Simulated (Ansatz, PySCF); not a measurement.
Molecule: C2Cl4, net charge 0, singlet state. SMILES: ClC(=C(Cl)Cl)Cl
Geometry: optimised at B3LYP-D3(BJ)/def2-TZVP (Ansatz, a quantum-chemistry and plane-wave program).

Wanted: vertical ionisation energy (to the doublet state of charge +1; each state is the SCF solution reached for its spin; for the singlet the Hartree-Fock reference is unstable and T1 is 0.011), in eV. Valence correlation only, unless marked. UHF or UKS for open shells. Spin-orbit coupling is left out. Non-relativistic. 

```
level                    program  vertical ionisation energy (eV)
-----------------------  -------  -------------------------------
SVWN5/def2-TZVPD          Ansatz                             9.19
PBE/def2-TZVPD            Ansatz                             8.99
r2SCAN/def2-TZVPD         Ansatz                             9.10
PBE0/def2-TZVPD           Ansatz                             9.28
MP2/aug-cc-pV(D+d)Z       Ansatz                             9.59
SCS-MP2/aug-cc-pV(D+d)Z   Ansatz                             9.60
```

For comparison, minus the highest occupied orbital energy (PySCF): 6.77 eV at TPSSh/def2-TZVPD, 8.56 eV at M06-2X/def2-TZVPD, 6.10 eV at BLYP/def2-TZVPD.
